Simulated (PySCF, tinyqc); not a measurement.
CID on RHF in the sto-3g basis, frozen core, for LiH, spin multiplicity 1, step by step. The lowest restricted solution is unstable here: a spin-polarised one lies 0.0501 hartree lower (PySCF). Computed by tinyqc, a small Python program that keeps every step (integrals from PySCF). Settings: charge = 0, multiplicity = 1, basis = sto-3g, method = RHF, frozen orbitals = 1, energy threshold = 1e-10, iteration cap = 86, orthogonalisation = symmetric, start = Wolfsberg-Helmholz matrix, DIIS depth = 6, ci = CID, davidson = 1. Command: `OMP_NUM_THREADS=1 python tinyqc.py 29176 29177 out.jsonl` (the two numbers bound the seeds that draw the settings). One thread of a shared host (Intel(R) Xeon(R) Processor @ 2.60GHz), about 0.1 s of CPU time with the checks. The early iterations of the SCF are left out here.

## One-electron integrals

Geometry (angstrom):
```
atom        x        y        z
Li    0.00000  0.00000  0.00000
H     0.00000  0.00000  2.73100
```

Basis sto-3g: exponents (1/bohr^2) and contraction coefficients of normalised primitives:
```
element  l (shell)  exponent  coefficient
Li           s (1)  16.11958      0.15433
Li           s (1)   2.93620      0.53533
Li           s (1)   0.79465      0.44463
Li           s (2)   0.63629     -0.09997
Li           s (2)   0.14786      0.39951
Li           s (2)   0.04809      0.70012
Li           p (3)   0.63629      0.15592
Li           p (3)   0.14786      0.60768
Li           p (3)   0.04809      0.39196
H            s (1)   3.42525      0.15433
H            s (1)   0.62391      0.53533
H            s (1)   0.16886      0.44463
```

Overlap, kinetic and nuclear-attraction integrals over the contracted functions; the nuclear repulsion is the sum of Za Zb / Rab.

nuclear repulsion = 0.5813005 hartree

overlap S, lower triangle:
```
          1Li 1s   1Li 2s  1Li 2px  1Li 2py  1Li 2pz    2H 1s
1Li 1s   1.00000
1Li 2s   0.24114  1.00000
1Li 2px  0.00000  0.00000  1.00000
1Li 2py  0.00000  0.00000  0.00000  1.00000
1Li 2pz  0.00000  0.00000  0.00000  0.00000  1.00000
2H 1s    0.00434  0.15996  0.00000  0.00000  0.24446  1.00000
```

kinetic energy T (hartree), lower triangle:
```
           1Li 1s   1Li 2s  1Li 2px  1Li 2py  1Li 2pz    2H 1s
1Li 1s    3.57679
1Li 2s   -0.02024  0.10216
1Li 2px   0.00000  0.00000  0.31968
1Li 2py   0.00000  0.00000  0.00000  0.31968
1Li 2pz   0.00000  0.00000  0.00000  0.00000  0.31968
2H 1s    -0.00308  0.00032  0.00000  0.00000  0.01371  0.76003
```

nuclear attraction V (hartree), lower triangle:
```
           1Li 1s    1Li 2s   1Li 2px   1Li 2py   1Li 2pz     2H 1s
1Li 1s   -8.17665
1Li 2s   -1.01107  -1.39834
1Li 2px   0.00000   0.00000  -1.37419
1Li 2py   0.00000   0.00000   0.00000  -1.37419
1Li 2pz  -0.00553  -0.06340   0.00000   0.00000  -1.41722
2H 1s    -0.01612  -0.21912   0.00000   0.00000  -0.33737  -1.80791
```

core Hamiltonian H = T + V (hartree), lower triangle:
```
           1Li 1s    1Li 2s   1Li 2px   1Li 2py   1Li 2pz     2H 1s
1Li 1s   -4.59986
1Li 2s   -1.03130  -1.29617
1Li 2px   0.00000   0.00000  -1.05451
1Li 2py   0.00000   0.00000   0.00000  -1.05451
1Li 2pz  -0.00553  -0.06340   0.00000   0.00000  -1.09754
2H 1s    -0.01920  -0.21880   0.00000   0.00000  -0.32367  -1.04788
```

## Two-electron integrals

Functions are numbered as in S; the eight-fold symmetry (ij|kl) = (ji|kl) = (kl|ij) leaves the list below.

Two-electron integrals (ij|kl) in chemists' order, unique and non-zero (hartree):
```
(11|11) 1.68040    (21|11) 0.26542    (21|21) 0.04994    (22|11) 0.39773
(22|21) 0.09286    (22|22) 0.29056    (31|31) 0.00898    (32|31) 0.01379
(32|32) 0.06418    (33|11) 0.39664    (33|21) 0.09288    (33|22) 0.29050
(33|33) 0.31295    (41|41) 0.00898    (42|41) 0.01379    (42|42) 0.06418
(43|43) 0.01687    (44|11) 0.39664    (44|21) 0.09288    (44|22) 0.29050
(44|33) 0.27921    (44|44) 0.31295    (51|51) 0.00898    (52|51) 0.01379
(52|52) 0.06418    (53|53) 0.01687    (54|54) 0.01687    (55|11) 0.39664
(55|21) 0.09288    (55|22) 0.29050    (55|33) 0.27921    (55|44) 0.27921
(55|55) 0.31295    (61|11) 0.00427    (61|21) 0.00083    (61|22) 0.00164
(61|33) 0.00162    (61|44) 0.00162    (61|51) 0.00013    (61|52) 0.00027
(61|55) 0.00170    (61|61) 1.62e-05   (62|11) 0.03940    (62|21) 0.00945
(62|22) 0.03577    (62|33) 0.03361    (62|44) 0.03361    (62|51) 0.00132
(62|52) 0.01133    (62|55) 0.04005    (62|61) 0.00020    (62|62) 0.01120
(63|31) 0.00036    (63|32) 0.00239    (63|53) 0.00125    (63|63) 0.00041
(64|41) 0.00036    (64|42) 0.00239    (64|54) 0.00125    (64|64) 0.00041
(65|11) 0.05840    (65|21) 0.01404    (65|22) 0.05384    (65|33) 0.05031
(65|44) 0.05031    (65|51) 0.00204    (65|52) 0.01767    (65|55) 0.06086
(65|61) 0.00031    (65|62) 0.01763    (65|65) 0.02779    (66|11) 0.19376
(66|21) 0.04672    (66|22) 0.19022    (66|33) 0.17685    (66|44) 0.17685
(66|51) 0.00552    (66|52) 0.06141    (66|55) 0.21664    (66|61) 0.00099
(66|62) 0.08239    (66|65) 0.13144    (66|66) 0.77461
```

## Orthogonalisation

S = U s U^T; symmetric (Loewdin) form X = U s^(-1/2) U^T, so that X^T S X = 1.

eigenvalues of S: 0.66641  0.82231  1.00000  1.00000  1.17360  1.33768

X, lower triangle:
```
           1Li 1s    1Li 2s  1Li 2px  1Li 2py   1Li 2pz    2H 1s
1Li 1s    1.02314
1Li 2s   -0.12712   1.03384
1Li 2px   0.00000   0.00000  1.00000
1Li 2py   0.00000   0.00000  0.00000  1.00000
1Li 2pz  -0.00287   0.01627  0.00000  0.00000   1.02393
2H 1s     0.01375  -0.08744  0.00000  0.00000  -0.12930  1.03453
```

## Starting guess

The start is the generalised Wolfsberg-Helmholz matrix (K = 1.75) built on H; D = 2 C_occ C_occ^T.

D at the start, lower triangle:
```
           1Li 1s   1Li 2s  1Li 2px  1Li 2py  1Li 2pz    2H 1s
1Li 1s    1.97584
1Li 2s    0.01950  0.21197
1Li 2px   0.00000  0.00000  0.00000
1Li 2py   0.00000  0.00000  0.00000  0.00000
1Li 2pz  -0.10433  0.36514  0.00000  0.00000  0.63862
2H 1s    -0.12063  0.38518  0.00000  0.00000  0.67441  0.71226
```

## Iteration 9 (converged): orbitals

converged F (hartree), lower triangle:
```
           1Li 1s    1Li 2s  1Li 2px  1Li 2py   1Li 2pz     2H 1s
1Li 1s   -2.37846
1Li 2s   -0.64523  -0.20322
1Li 2px   0.00000   0.00000  0.15372
1Li 2py   0.00000   0.00000  0.00000  0.15372
1Li 2pz   0.01219  -0.03572  0.00000  0.00000   0.09669
2H 1s    -0.01163  -0.14644  0.00000  0.00000  -0.14532  -0.05235
```

Diagonalise F' = X^T F X, C = X C', fill 2 alpha and 2 beta electrons from the bottom; D = 2 C_occ C_occ^T. Each column has its largest component positive (the first on a tie).

F' = X^T F X (hartree), lower triangle:
```
          1         2        3        4         5        6
1  -2.32518
2  -0.35915  -0.06104
3   0.00000   0.00000  0.15372
4   0.00000   0.00000  0.00000  0.15372
5   0.01066  -0.00652  0.00000  0.00000   0.13831
6   0.02802  -0.14455  0.00000  0.00000  -0.16271  0.00933
```

orbital energies (hartree): MO1 -2.38084, MO2 -0.19267, MO3 0.06163, MO4 0.15372, MO5 0.15372, MO6 0.27330

coefficients C:
```
              MO1       MO2       MO3       MO4      MO5       MO6
1Li 1s    0.99166  -0.15247  -0.21788   0.00000  0.00000  -0.09524
1Li 2s    0.03253   0.55087   0.80105   0.00000  0.00000   0.38301
1Li 2px   0.00000   0.00000   0.00000   0.99735  0.07274   0.00000
1Li 2py   0.00000   0.00000   0.00000  -0.07274  0.99735   0.00000
1Li 2pz  -0.00407   0.29450  -0.54176   0.00000  0.00000   0.82775
2H 1s    -0.00196   0.64832  -0.31340   0.00000  0.00000  -0.75911
```

D after iteration 9, lower triangle:
```
           1Li 1s   1Li 2s  1Li 2px  1Li 2py  1Li 2pz    2H 1s
1Li 1s    2.01328
1Li 2s   -0.10345  0.60904
1Li 2px   0.00000  0.00000  0.00000
1Li 2py   0.00000  0.00000  0.00000  0.00000
1Li 2pz  -0.09786  0.32420  0.00000  0.00000  0.17349
2H 1s    -0.20158  0.71416  0.00000  0.00000  0.38188  0.84066
```

Within a degenerate level the vectors are fixed only up to a rotation; this is one choice.

## Convergence

Stop when the energy changes by less than 1e-10 hartree and every element of the error matrix X^T (F D S - S D F) X is below 3e-06.

Course of the cycle:
```
iteration  E (hartree)     change  largest element of the error matrix
1           -7.7129921          -                             1.00e-01
2           -7.7316727  -1.87e-02                             3.42e-02
3           -7.7379862  -6.31e-03                             1.97e-02
4           -7.7420554  -4.07e-03                             1.14e-02
5           -7.7422416  -1.86e-04                             3.84e-03
6           -7.7423007  -5.92e-05                             8.79e-04
7           -7.7423031  -2.35e-06                             8.32e-05
8           -7.7423031  -2.51e-08                             3.43e-06
9           -7.7423031  -2.62e-11                             4.36e-07
```

PySCF RHF in the same basis = -7.7423031 hartree

Converged in 9 iterations.

## Populations, bond orders and dipole

Mulliken: Z minus the diagonal of D S on the atom; Loewdin: the same with S^(1/2) D S^(1/2); Mayer order: 2 sum_s sum (D(s) S)_ij (D(s) S)_ji over the two atoms.

Charges (e):
```
atom  Mulliken   Loewdin
1Li    0.04737   0.04499
2H    -0.04737  -0.04499
```

Mayer bond orders:
```
pair    order
2-1   0.99776
```

dipole moment about the origin, x y z (debye): 0.00000  0.00000  -5.20239

## Integrals over molecular orbitals

(pq|rs) = sum C_ip C_jq C_kr C_ls (ij|kl), one index at a time.

one-electron integrals over orbitals h = C^T H C (hartree), lower triangle:
```
          1         2         3         4         5         6
1  -4.59126
2   0.09885  -1.15883
3   0.15716  -0.01366  -1.06411
4   0.00000   0.00000   0.00000  -1.05451
5   0.00000   0.00000   0.00000   0.00000  -1.05451
6   0.04530  -0.07819  -0.00725   0.00000   0.00000  -1.02059
```

Two-electron integrals over orbitals (pq|rs), unique and non-zero (hartree); the lowest 1 orbital is frozen and left out:
```
(22|22) 0.41549    (32|22) -0.07812   (32|32) 0.04317    (33|22) 0.21722
(33|32) 0.01841    (33|33) 0.30852    (42|42) 0.02112    (43|42) 0.02275
(43|43) 0.04106    (44|22) 0.22322    (44|32) 0.02758    (44|33) 0.27256
(44|44) 0.31295    (52|52) 0.02112    (53|52) 0.02275    (53|53) 0.04106
(54|54) 0.01687    (55|22) 0.22322    (55|32) 0.02758    (55|33) 0.27256
(55|44) 0.27921    (55|55) 0.31295    (62|22) -0.09761   (62|32) 0.06361
(62|33) 0.00806    (62|44) 0.04791    (62|55) 0.04791    (62|62) 0.12959
(63|22) 0.07348    (63|32) -0.03650   (63|33) -0.03603   (63|44) -0.01713
(63|55) -0.01713   (63|62) -0.04996   (63|63) 0.04735    (64|42) 0.01606
(64|43) 0.00873    (64|64) 0.01738    (65|52) 0.01606    (65|53) 0.00873
(65|65) 0.01738    (66|22) 0.37497    (66|32) -0.05137   (66|33) 0.24514
(66|44) 0.25012    (66|55) 0.25012    (66|62) -0.05745   (66|63) 0.04638
(66|66) 0.36384
```

## CID: determinants and Hamiltonian

one-electron integrals dressed by the frozen orbital, h + 2 (pq|11) - (p1|1q) (hartree), lower triangle:
```
          2         3         4         5         6
2  -0.60817
3   0.07812  -0.32963
4   0.00000   0.00000  -0.27160
5   0.00000   0.00000   0.00000  -0.27160
6   0.09761  -0.08336   0.00000   0.00000  -0.34705
```

energy of the frozen orbital, 2 h_11 + (11|11) = -7.5227649 hartree

Hartree-Fock energy = -7.7423031 hartree

Slater-Condon rules over spin orbitals, with the nuclear repulsion and the energy of the frozen orbital added and E(HF) subtracted on the diagonal. Only determinants linked to the reference directly or through others are kept (one block of an abelian symmetry group), so some states are absent.

Occupation strings over the orbitals (2 doubly, a alpha, b beta, 0 empty; spin orbitals ordered 1a 1b 2a 2b ...): 220000 202000 20a00b 200200 200020 20b00a 200002

H - E(HF) between determinants (hartree), lower triangle:
```
          220000    202000    20a00b    200200    200020   20b00a   200002
220000   0.00000
202000   0.04317   0.45011
20a00b   0.06361  -0.11939   0.36930
200200   0.02112   0.04106   0.00873   0.57059
200020   0.02112   0.04106   0.00873   0.01687   0.57059
20b00a  -0.06361   0.11939  -0.04735  -0.00873  -0.00873  0.36930
200002   0.12959   0.04735  -0.03698   0.01738   0.01738  0.03698  0.47058
```

## CID: roots

Diagonalise (each vector has its largest component positive (the first on a tie)); all determinants have Ms = 0, so triplets appear too. The lowest singlet root is the correlation energy.

lowest roots of this matrix, relative to E(HF) (hartree): -0.06372  0.27899  0.32195  0.47370  0.55372  0.57524  0.66059

lowest vectors:
```
          root 1    root 2   root 3    root 4
220000   0.92961   0.23829  0.00000   0.25925
202000  -0.13577   0.68240  0.00000  -0.24638
20a00b  -0.17470   0.46332  0.70711   0.20169
200200  -0.01058  -0.12615  0.00000  -0.12338
200020  -0.01058  -0.12615  0.00000  -0.12338
20b00a   0.17470  -0.46332  0.70711  -0.20169
200002  -0.23693  -0.12807  0.00000   0.87194
```

<S^2> of these roots: 0.00000  0.00000  2.00000  0.00000  0.00000  0.00000  0.00000

weight of the ground state by excitation level 0, 1, 2, ...: 0.86417  0.00000  0.13583

The reference has a weight of only 0.86: one determinant is a poor start here.

## The lowest root by the Davidson method

Start from the reference; add the residual divided by (theta - H_ii), orthogonalised, at each step.

Davidson iterations:
```
iteration  subspace  lowest Ritz value (hartree)  residual norm
1                 1                            0       1.66e-01
2                 2                   -0.0620194       2.73e-02
3                 3                   -0.0636885       4.39e-03
4                 4                   -0.0637212       9.28e-04
5                 5                   -0.0637225       7.68e-17
```
